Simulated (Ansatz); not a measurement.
# C3H4, singlet: reading a ladder of total energies

Geometry: MP2(full)/6-31G*, from the G2/97 set.

```yaml
atoms:
  - { symbol: C, position_ang: [0.0000, 0.0000, 0.1552] }
  - { symbol: C, position_ang: [0.0000, 0.0000, 1.3734] }
  - { symbol: C, position_ang: [0.0000, 0.0000, -1.3062] }
  - { symbol: H, position_ang: [0.0000, 0.0000, 2.4391] }
  - { symbol: H, position_ang: [0.0000, 1.0211, -1.6959] }
  - { symbol: H, position_ang: [0.8843, -0.5106, -1.6959] }
  - { symbol: H, position_ang: [-0.8843, -0.5106, -1.6959] }
```

Basis 6-31G* (Cartesian d functions); Ansatz 0.2.0. Correlated methods freeze the noble-gas cores, which leaves 16 electrons in 50 orbitals. R marks a restricted (for open shells ROHF) determinant.

Full CI isn't at hand for all of this; RCCSDT(Q) serves as the reference, and is uncertain by about the last step of the cluster series.

Runs differ by some tens of microhartree through their thresholds, so steps under 0.03 kcal/mol mean nothing.

```csv
level,total energy (hartree)
RHF,-115.861912
RMP2,-116.241804
RCCSD,-116.268351
RCCSD(T),-116.283952
RCCSDT,-116.284500
RCCSDT(Q),-116.285640
```

**Question.** What is the correlation energy at RCCSDT(Q), and what share of it do RMP2 and RCCSDT recover?

**Answer.** E(corr) = -116.285640 − (-115.861912) = -0.423728 hartree = -11.530 eV. RMP2: -0.379892 / -0.423728 = 89.65 %. RCCSDT: -0.422588 / -0.423728 = 99.73 %.

**Question.** By how many kcal/mol does RCCSD(T) miss RCCSDT(Q) (1 hartree = 627.509 kcal/mol), and which steps make up the rest?

**Answer.** -116.283952 − (-116.285640) = 0.001688 hartree = 1.06 kcal/mol. Steps: RCCSDT − RCCSD(T) = -0.34, RCCSDT(Q) − RCCSDT = -0.72 kcal/mol. Differences between like states or geometries often cancel part of this.
